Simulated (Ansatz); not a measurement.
# The fluorine atom (doublet): the correlation ladder, def2-TZVPP

Aim: climb from Hartree-Fock through coupled cluster and multireference methods for the fluorine atom (doublet) at one geometry and basis, and see what each rung misses.

Method: def2-TZVPP, core rule «outside noble gas», up to 1 orbitals frozen; program: Ansatz 0.2.0, Gaussian basis.

Plan: UHF; CCSD(T) on ROHF; CCSD(T) on UHF; BCCD(T) on ROHF; CISD; CCSDT(Q) on ROHF; CCSDT(Q) on UHF; CISDTQ; CASSCF and MRCISD+Q, 7 electrons in 4 orbitals; CASSCF and MRCISD+Q(relaxed), 7 electrons in 4 orbitals; CASSCF and NEVPT4(SD), 7 electrons in 4 orbitals; CASSCF and NEVPT2, 7 electrons in 4 orbitals.

## (1) The atom

A free atom, in its lowest state of this spin that the program finds.

1 atom, charge 0, spin multiplicity 2.

## (2) UHF

The input, in.yaml:

```yaml
crystal:
  periodic: [false, false, false]
  atoms:
    - {symbol: F, position_ang: [0.000000, 0.000000, 0.000000]}
basis:
  gaussian: {orbitals: def2-TZVPP}
magnetization: {spin_polarized: true, initial_magnetization: 1}
hamiltonian: {xc: hf}
output: {orbitals: {seedname: orbitals}}
```

Launch:

```bash
> ansatz run in.yaml --threads 1 --pin off --events-out ev --progress --plain --max-ram 2393MiB
```

After this run come: CCSD(T) on ROHF; CCSD(T) on UHF; BCCD(T) on ROHF; CISD; CCSDT(Q) on ROHF; CCSDT(Q) on UHF; CISDTQ; CASSCF and MRCISD+Q, 7 electrons in 4 orbitals; CASSCF and MRCISD+Q(relaxed), 7 electrons in 4 orbitals; CASSCF and NEVPT4(SD), 7 electrons in 4 orbitals; CASSCF and NEVPT2, 7 electrons in 4 orbitals.

Q: Predict the results of all the runs planned. Wanted: UCCSDT(Q) below the RHF energy; RMP2 from UCCSDT(Q); UMP2 from UCCSDT(Q); RCCSD from UCCSDT(Q); RCCSD(T) from UCCSDT(Q); UCCSD(T) from UCCSDT(Q); RCCSDT(Q) from UCCSDT(Q); NEVPT2 valence from UCCSDT(Q); NEVPT4(SD) valence from UCCSDT(Q).

**Answer**, as computed:

| quantity | value |
| --- | --- |
| UCCSDT(Q) below the RHF energy | -5.9372 eV |
| RMP2 from UCCSDT(Q) | +9.72 kcal/mol |
| UMP2 from UCCSDT(Q) | +9.89 kcal/mol |
| RCCSD from UCCSDT(Q) | +2.40 kcal/mol |
| RCCSD(T) from UCCSDT(Q) | +0.22 kcal/mol |
| UCCSD(T) from UCCSDT(Q) | +0.19 kcal/mol |
| RCCSDT(Q) from UCCSDT(Q) | +0.04 kcal/mol |
| NEVPT2 valence from UCCSDT(Q) | +22.38 kcal/mol |
| NEVPT4(SD) valence from UCCSDT(Q) | +2.12 kcal/mol |
| MRCISD+Q valence from UCCSDT(Q) | +0.80 kcal/mol |
| levels within 1 kcal/mol (43 meV) | RCCSD(T), UCCSD(T), BCCD(T), RCCSDT, UCCSDT, CISDTQ, RCCSDT(Q), MRCISD+Q valence, MRCISD+Q(relaxed) valence |
| T1 diagnostic | 0.011 |
| effectively unpaired electrons | 1.00 |

What this shows: RCCSD(T) lands +0.22 kcal/mol from the yardstick (0.2 % of the correlation energy). One determinant dominates. Of the multireference levels listed MRCISD+Q valence comes nearest in total energy (+0.80 kcal/mol), which doesn't show that its space is the better one. These misses are within one basis, not against nature; the frozen cores of restricted and unrestricted runs differ, which can shift their rows.
